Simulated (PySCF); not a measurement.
# Potential energy of ClF along the bond

Set-up: basis Cl x2c-SVPall, F x2c-SVPall; spin-free X2C with a Gaussian nucleus; PySCF 2.14. Energies in eV from Cl + F in their ground configurations at the same level. State: ¹Σ⁺ (singlet), closed shell.

Curves on a restricted Hartree–Fock reference rise too fast on stretching and do not dissociate correctly.

| R (Å) | r²SCAN | PBE0 | PW91 | RHF |
| --- | --- | --- | --- | --- |
| 1.416 | -1.151 | -1.200 | -1.599 | 0.9479 |
| 1.481 | -1.851 | -1.871 | -2.321 | 0.3257 |
| 1.547 | -2.248 | -2.238 | -2.739 | 0.0136 |
| 1.597 | -2.401 | -2.367 | -2.907 | -0.0718 |
| 1.646 | -2.461 | -2.403 | -2.982 | -0.0618 |
| 1.695 | -2.451 | -2.369 | -2.986 | 0.0212 |
| 1.761 | -2.357 | -2.243 | -2.910 | 0.2151 |
| 1.843 | -2.153 | -2.000 | -2.728 | 0.5491 |
| 1.942 | -1.832 | -1.634 | -2.433 | 1.0306 |
| 2.074 | -1.345 | -1.090 | -1.978 | 1.7369 |

Task: Put a parabola through the three lowest points of the r²SCAN curve and estimate Re, k and ωe (reduced mass 12.31 u; 1 eV/Å² = 0.16022 mdyn/Å; ωe = 1302.8·√(k/μ) cm⁻¹).

Result: Through R = 1.597, 1.646, 1.695 Å the second-order coefficient is 14.6 eV/Å², so Re ≈ 1.664 Å, k ≈ 4.67 mdyn/Å and ωe ≈ 803 cm⁻¹. A polynomial fit of higher order to the unrounded r²SCAN energies gives Re = 1.662 Å, k = 4.20 mdyn/Å, ωe = 761 cm⁻¹; anharmonicity and rounding make the difference.

The higher-order fit for each curve: r²SCAN: Re = 1.662 Å, ωe = 761 cm⁻¹, De = 2.46 eV; PBE0: Re = 1.644 Å, ωe = 800 cm⁻¹, De = 2.40 eV; PW91: Re = 1.673 Å, ωe = 739 cm⁻¹, De = 2.99 eV; RHF: Re = 1.615 Å, ωe = 882 cm⁻¹, De = 0.078 eV.

Where the molecule has an RHF reference, its open-shell atoms are computed with UHF.
